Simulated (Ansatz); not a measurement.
Si (Cmcm, No. 63, 12 atoms in the cell; start mp-1095269; another form than the element's usual one), treated with r²SCAN-D4 (PAW; Ansatz, an electronic-structure program).

Run with plane-wave cutoff 500 eV, 12×12×4 k mesh (along the axes of the cell as run), gaussian smearing 0.02 eV, scalar-relativistic PAW data made under PBE.

Cell (relaxed at this level):

```cif
data_Si12
_chemical_formula_sum 'Si12'
_space_group_name_H-M_alt 'P 1'
_space_group_IT_number 1
_cell_length_a 5.67797
_cell_length_b 5.67797
_cell_length_c 12.64178
_cell_angle_alpha 90.000
_cell_angle_beta 90.000
_cell_angle_gamma 140.704
loop_
_space_group_symop_operation_xyz
  'x, y, z'
loop_
_atom_site_label
_atom_site_type_symbol
_atom_site_fract_x
_atom_site_fract_y
_atom_site_fract_z
_atom_site_occupancy
Si1 Si 0.75731 0.24269 0.94489 1
Si2 Si 0.24269 0.75731 0.05511 1
Si3 Si 0.24269 0.75731 0.44489 1
Si4 Si 0.75731 0.24269 0.55511 1
Si5 Si 0.42860 0.57140 0.15735 1
Si6 Si 0.57140 0.42860 0.84265 1
Si7 Si 0.57140 0.42860 0.65735 1
Si8 Si 0.42860 0.57140 0.34265 1
Si9 Si 0.97122 0.02878 0.90925 1
Si10 Si 0.02878 0.97122 0.09075 1
Si11 Si 0.02878 0.97122 0.40925 1
Si12 Si 0.97122 0.02878 0.59075 1
```

Question: Estimate the band gap that the calculation returns.

Answer: 
- band gap = 0.69 eV (on the SCF k mesh)

Note: the relaxation could not lower the start's symmetry, so the cell can be a saddle point above a distorted one.

Computed values are for the static lattice.

A start named mp-… is a Materials Project structure, which need not be a measured phase.
